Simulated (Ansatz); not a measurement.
Two isomers of C3H5N: A = `CC1=CN1`, B = `C#CNC`.

Computed with Ansatz on PBE0-D4/def2-TZVP structures; ΔE is electronic, products minus reactants. CCSD(T)/CBS adds triple-zeta CCSD(T) − MP2 to the extrapolated MP2 energy (def2 sets, frozen cores). Functionals use def2-TZVPP. B3LYP here is the variant with VWN-RPA as its local correlation; programs differ in this.

Question: Which is lower in electronic energy at CCSD(T)/CBS, and by how much? (Best estimate.)

Answer: The calculation gave: B, by 104.0 kJ/mol.

Question: Give E(B) − E(A) in kJ/mol with B3LYP, CCSD/def2-TZVPP, CCSD(T)/def2-SVP, PBE-D4, CCSD(T)/def2-TZVPP, ωB97M-V, B3LYP-D4. (An estimate is asked.)

Answer: Ansatz gave: B3LYP -114.0, CCSD/def2-TZVPP -109.6, CCSD(T)/def2-SVP -109.3, PBE-D4 -90.9, CCSD(T)/def2-TZVPP -104.9, ωB97M-V -104.4, B3LYP-D4 -113.3. None reverses the order clearly.

Question: Does the order hold for the free energy at 298.15 K (harmonic terms from PBE0-D4)? (Estimate.)

Answer: Computed: Yes: G(B) − G(A) = -103.3 kJ/mol.

Largest T1 diagnostic: 0.012.

At CCSD(T), def2-SVP lies −5.3 kJ/mol from the extrapolated value and def2-TZVPP −0.9 kJ/mol. Leaving LDA and LC-ωPBE aside and taking each functional with its dispersion term where it has one, the values, not all of them listed here, spread over 32.6 kJ/mol, from BHLYP-D4 to revPBE-D4.
